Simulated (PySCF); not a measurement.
# S₂F₂: relaxation and vibrations of the singlet

Where does singlet S₂F₂ go from a trigonal planar start, is the end point a minimum, and what are its modes, charges and moments?

Program: PySCF 2.14.0. Level of theory: PBE0, basis S def2-TZVP, F def2-TZVP, no relativity, density fitting. These are calculated values, not measurements.

## (1) Starting geometry

4 atoms, charge 0, spin multiplicity 1.

Bond lengths: S1–S2 1.880 Å, S1–F3 1.670 Å, S1–F4 1.670 Å. Angles: S2–S1–F3 120.0°, S2–S1–F4 120.0°, F3–S1–F4 120.0°.

```xyz
4
charge 0 multiplicity 1
S     0.0000    0.0000    0.2784
S     0.0000    0.0000   -1.6016
F    -1.4463    0.0000    1.1134
F     1.4463    0.0000    1.1134
```

## (2) First SCF at the start

The steps below are one call of a driver around PySCF. For each, scf.py gives the equivalent set-up of the SCF; relaxations use the driver's own optimiser. After this first run the driver tries any further starts and a stability analysis.

Contents of scf.py:

```python
from pyscf import gto, scf, dft
mol = gto.M(atom='''
S     -0.000010     0.000000     0.278380
S     -0.000000     0.000000    -1.601590
F     -1.446260     0.000000     1.113390
F      1.446280     0.000000     1.113410''',
    basis={'S': 'def2-TZVP', 'F': 'def2-TZVP'},
    charge=0, spin=0)
mf = dft.RKS(mol, xc='PBE0')
mf.grids.atom_grid = (50, 194)
aux = {'S': 'def2-universal-JKFIT', 'F': 'def2-universal-JKFIT'}
mf = mf.density_fit(auxbasis=aux)
mf.conv_tol = 1e-08
mf.diis_space = 10
mf.max_cycle = 60
mf.init_guess = 'minao'
mf.verbose = 4
mf.kernel()
```

On the command line:

```bash
$ OMP_NUM_THREADS=4 python axn.py task.json out
```

The log of the run:

```text
init E= -996.177526142594
  HOMO = -0.241599819420078  LUMO = -0.196191903863291  gap/eV = 1.23561
cycle= 1 E= -995.461129506169  delta_E= 0.716  |g|= 0.842  |ddm|= 2.61
  HOMO = -0.208000392230141  LUMO = -0.191461460251145  gap/eV = 0.45005
cycle= 2 E= -994.677233342529  delta_E= 0.784  |g|= 2.28  |ddm|= 1.58
  HOMO = -0.263487725667886  LUMO = -0.18177033111759  gap/eV = 2.22364
cycle= 3 E= -995.554200507053  delta_E= -0.877  |g|= 0.318  |ddm|= 1.31
  HOMO = -0.245579445222383  LUMO = -0.180268637473084  gap/eV = 1.77720
cycle= 4 E= -995.574052218853  delta_E= -0.0199  |g|= 0.196  |ddm|=  0.5
  HOMO = -0.256094221463904  LUMO = -0.184348351595737  gap/eV = 1.95230
cycle= 5 E= -995.58510693784  delta_E= -0.0111  |g|= 0.025  |ddm|= 0.193
  HOMO = -0.254517841617513  LUMO = -0.181516737356212  gap/eV = 1.98646
cycle= 6 E= -995.585261448772  delta_E= -0.000155  |g|= 0.00646  |ddm|= 0.0266
  HOMO = -0.254944170208312  LUMO = -0.18152175200305  gap/eV = 1.99793
cycle= 7 E= -995.585272475679  delta_E= -1.1e-05  |g|= 0.000908  |ddm|= 0.00563
  HOMO = -0.254943447628882  LUMO = -0.181532612020156  gap/eV = 1.99761
cycle= 8 E= -995.585272630461  delta_E= -1.55e-07  |g|= 0.000421  |ddm|= 0.000623
  HOMO = -0.254940790349217  LUMO = -0.181542749822775  gap/eV = 1.99726
cycle= 9 E= -995.585272654491  delta_E= -2.4e-08  |g|= 0.000282  |ddm|= 0.000347
  HOMO = -0.254938217701799  LUMO = -0.18155007504847  gap/eV = 1.99699
cycle= 10 E= -995.58527266975  delta_E= -1.53e-08  |g|= 2.14e-05  |ddm|= 0.000196
  HOMO = -0.254936846899142  LUMO = -0.181549476306294  gap/eV = 1.99697
cycle= 11 E= -995.585272669894  delta_E= -1.43e-10  |g|= 7.06e-06  |ddm|= 3.13e-05
  HOMO = -0.25493629521678  LUMO = -0.181549575743645  gap/eV = 1.99695
Extra cycle  E= -995.58527266982  delta_E= 7.32e-11  |g|= 1.72e-05  |ddm|= 2.53e-05
converged SCF energy = -995.58527266982
```

This step, with its further starts and checks, took 18 s on 4 threads of Arm Neoverse V1, shared host.

No lower closed-shell solution turned up in the test of internal stability.

## (3) Trigonal planar start, singlet: relaxation

The program finds C2v symmetry in the start, which this walk keeps.

Changes to scf.py since step 2:

```diff
@@ -3,4 +3,4 @@
-S     -0.000010     0.000000     0.278380
-S     -0.000000     0.000000    -1.601590
-F     -1.446260     0.000000     1.113390
-F      1.446280     0.000000     1.113410''',
+S     -0.000000     0.000000     0.278381
+S      0.000002     0.000000    -1.601589
+F     -1.446271     0.000000     1.113400
+F      1.446269     0.000000     1.113403''',
@@ -16 +15,0 @@
-mf.init_guess = 'minao'
```

Energy and gradient, step by step:

```csv
step,energy (Eh),change (kJ/mol),largest symmetric gradient (Eh/bohr)
0,-995.585273,0.00,0.05101
1,-995.606753,-56.40,0.02591
2,-995.620410,-92.25,0.02467
3,-995.626574,-108.44,0.02721
4,-995.638851,-140.67,0.02472
5,-995.640381,-144.69,0.00577
6,-995.640456,-144.88,0.00181
7,-995.640466,-144.91,0.00039
8,-995.640469,-144.92,0.00015
```

The walk took 34 s.

End point (C2v, 8 steps, 144.9 kJ/mol gained): S–F 1.711 Å (×2), S–S 1.873 Å; F–S–F 169.1°, F–S–S 95.4° (×2).

## (4) Hessian and properties

On the finer grid the gradient is checked again; gradients at displacements of ±0.02 bohr then give force constants and infrared intensities.

Changes to scf.py since step 3:

```diff
@@ -3,4 +3,4 @@
-S     -0.000000     0.000000     0.278381
-S      0.000002     0.000000    -1.601589
-F     -1.446271     0.000000     1.113400
-F      1.446269     0.000000     1.113403''',
+S     -0.000001     0.000000     0.526979
+S      0.000001     0.000000    -1.346023
+F     -1.703983     0.000000     0.689100
+F      1.703982     0.000000     0.689104''',
@@ -10 +10 @@
-mf.grids.atom_grid = (50, 194)
+mf.grids.atom_grid = (75, 302)
@@ -13 +13 @@
-mf.conv_tol = 1e-08
+mf.conv_tol = 1e-10
```

This SCF starts from the last density.

Log of the central SCF (cycles and frontier levels):

```text
init E= -995.640491402771
  HOMO = -0.312625784296591  LUMO = -0.192204617243711  gap/eV = 3.27683
cycle= 1 E= -995.640491402751  delta_E= 2e-11  |g|= 9.79e-06  |ddm|= 1.14e-05
  HOMO = -0.312624042384518  LUMO = -0.192205107968306  gap/eV = 3.27677
Extra cycle  E= -995.640491402648  delta_E= 1.03e-10  |g|= 2.14e-05  |ddm|= 2.56e-05
converged SCF energy = -995.640491402648
```

The whole step took 67 s.

Geometry: C2v; S–F 1.712 Å (×2), S–S 1.873 Å; F–S–F 169.1°, F–S–S 95.4° (×2).

Harmonic modes (main isotopes):

```csv
symmetry,ω (cm⁻¹),IR (km/mol),type
b1,233i,3.9,bend
a1,326,18.5,bend
b2,341,0.0,bend
a1,511,43.7,stretch
b2,618,524,stretch
a1,729,24.1,mixed
```

With 1 mode imaginary (up to 233i cm⁻¹) this point is a saddle.

Constants and moments:

```yaml
Dipole_moment: 1.18 D
Highest_occupied_level: -8.51 eV
Lowest_empty_level: -5.23 eV
Rotational_constants: 0.1987, 0.1528, 0.08637 cm⁻¹
Zero-point_energy_real_modes: 15.1 kJ/mol
Principal_polarisabilities: 22.9, 42.2, 52.8 bohr³
Atomisation_energy_without_zero-point_energy: 894 kJ/mol
Principal_traceless_quadrupole_moments_about_the_centre_of_mass: -10.48, 5.13, 5.35 D Å
```

Populations by atom (charges in e):

```json
{"atom": "S1", "Mulliken": "0.53", "Löwdin": "0.42", "polar tensor": "1.46", "Mayer order to S1": "–"}
{"atom": "S2", "Mulliken": "0.06", "Löwdin": "0.13", "polar tensor": "-0.07", "Mayer order to S1": "2.04"}
{"atom": "F3,4", "Mulliken": "-0.29", "Löwdin": "-0.28", "polar tensor": "-0.69", "Mayer order to S1": "0.81"}
```

Mulliken populations on S1: s 5.94, p 8.94, d 0.54, f 0.06.

## (5) Leaving the saddle point

The atoms are moved a little along the softest imaginary mode and relaxed again.

The program finds Cs symmetry in the start, which this walk keeps. Threshold on the gradient: 0.0003 Eh/bohr, with a further test on the energy change.

Changes to scf.py since step 4:

```diff
@@ -3,4 +3,4 @@
-S     -0.000001     0.000000     0.526979
-S      0.000001     0.000000    -1.346023
-F     -1.703983     0.000000     0.689100
-F      1.703982     0.000000     0.689104''',
+S     -0.000001    -0.120000     0.527007
+S      0.000001     0.009559    -1.345995
+F     -1.703983     0.092929     0.689128
+F      1.703982     0.092929     0.689132''',
@@ -10 +10 @@
-mf.grids.atom_grid = (75, 302)
+mf.grids.atom_grid = (50, 194)
@@ -13 +13 @@
-mf.conv_tol = 1e-10
+mf.conv_tol = 1e-08
```

Energy and gradient, step by step:

```csv
step,energy (Eh),change (kJ/mol),largest symmetric gradient (Eh/bohr)
0,-995.642575,0.00,0.00981
1,-995.647436,-12.76,0.01377
2,-995.654545,-31.43,0.02063
3,-995.663061,-53.79,0.01904
4,-995.682175,-103.97,0.04994
5,-995.695802,-139.75,0.03987
6,-995.697672,-144.66,0.01463
7,-995.697877,-145.19,0.00655
8,-995.698036,-145.61,0.00089
9,-995.698040,-145.62,0.00064
10,-995.698042,-145.63,0.00003
```

The walk took 23 s.

It settles in Cs symmetry, 145.6 kJ/mol below the start, after 10 steps: S–F 1.606 Å (×2), S–S 1.859 Å; F–S–F 92.0°, F–S–S 107.9° (×2).

## (6) Hessian and properties

The same treatment as at the point before.

Changes to scf.py since step 5:

```diff
@@ -3,4 +3,4 @@
-S     -0.000001    -0.120000     0.527007
-S      0.000001     0.009559    -1.345995
-F     -1.703983     0.092929     0.689128
-F      1.703982     0.092929     0.689132''',
+S     -0.000000    -0.466155     0.283632
+S      0.000002     0.034611    -1.506358
+F     -1.155730     0.363124     1.028998
+F      1.155728     0.363124     1.029000''',
@@ -10 +10 @@
-mf.grids.atom_grid = (50, 194)
+mf.grids.atom_grid = (75, 302)
@@ -13 +13 @@
-mf.conv_tol = 1e-08
+mf.conv_tol = 1e-10
```

Log of the central SCF (cycles and frontier levels):

```text
init E= -995.698026517173
  HOMO = -0.298410379726156  LUMO = -0.0790546092652099  gap/eV = 5.96897
cycle= 1 E= -995.698026517165  delta_E= 7.73e-12  |g|= 9.36e-06  |ddm|= 1.01e-05
  HOMO = -0.298408987790031  LUMO = -0.0790534910042535  gap/eV = 5.96897
Extra cycle  E= -995.698026517138  delta_E= 2.64e-11  |g|= 1.58e-05  |ddm|= 1.37e-05
converged SCF energy = -995.698026517138
```

The whole step took 65 s on 4 threads of Arm Neoverse V1, shared host.

Geometry: Cs; S–F 1.606 Å (×2), S–S 1.859 Å; F–S–F 92.1°, F–S–S 107.9° (×2).

Modes, for the most abundant isotopes:

```csv
symmetry,ω (cm⁻¹),IR (km/mol),μ (u)
a'',276,0.0,22.54
a',339,8.6,21.83
a',417,5.4,22.39
a'',714,160,22.77
a',745,67.6,24.76
a',779,311,28.71
```

Every mode is real; the point is a minimum.

Constants and moments:

```
Dipole moment                                                   : 0.95 D
Highest occupied level                                          : -8.12 eV
Lowest empty level                                              : -2.15 eV
Rotational constants                                            : 0.2715, 0.1324, 0.1011 cm⁻¹
Zero-point energy                                               : 19.6 kJ/mol
Principal polarisabilities                                      : 26.9, 30.2, 54.1 bohr³
Atomisation energy without zero-point energy                    : 1045 kJ/mol
Principal traceless quadrupole moments about the centre of mass : -1.19, -1.10, 2.29 D Å
Entropy at 298.15 K and 1 bar                                   : 292.3 J/(mol K)
Heat capacity Cp at 298.15 K                                    : 62.5 J/(mol K)
Enthalpy at 298.15 K above 0 K                                  : 13.61 kJ/mol
Rotational symmetry number                                      : 1
```

Populations by atom (charges in e):

```tsv
atom	Mulliken	Löwdin	polar tensor	Mayer order to S1
S1	0.53	0.32	1.62	–
S2	-0.16	-0.06	-0.39	2.03
F3,4	-0.19	-0.13	-0.61	0.97
```

Mulliken populations on S1: s 5.81, p 8.98, d 0.61, f 0.07.

## (7) All stationary points

| spin | group | bonds | imaginary modes (cm⁻¹) | ΔE (kJ/mol) | with zero-point energy |
| --- | --- | --- | --- | --- | --- |
| singlet | Cs | S–F 1.606 Å (×2), S–S 1.859 Å | none | 0.0 | 0.0 |
| singlet | C2v | S–F 1.712 Å (×2), S–S 1.873 Å | 233i | 151.1 | – |

## (8) Outcome

| quantity | value |
| --- | --- |
| minimum | singlet, Cs |
| geometry | S–F 1.606 Å (×2), S–S 1.859 Å; F–S–F 92.1°, F–S–S 107.9° (×2) |
| wavenumbers (cm⁻¹) | 276 (a''), 339 (a'), 417 (a'), 714 (a''), 745 (a'), 779 (a') |
| dipole moment | 0.95 D |
| highest occupied, lowest empty level | -8.12, -2.15 eV |
| polar-tensor charge of S1 | +1.62 e |
| zero-point energy | 19.6 kJ/mol |
| entropy at 298.15 K | 292.3 J/(mol K) |
| atomisation energy (no zero-point energy) | 1045 kJ/mol |

**Reading.** From C2v at the start the molecule goes to a Cs minimum, after a stop at a saddle point 151.1 kJ/mol higher, from which it was pushed off along an imaginary mode. The strongest infrared band lies at 779 cm⁻¹ (a', stretch). Other starts or spin states, not run here, may lie lower.

The search up to here took 3.5 min.
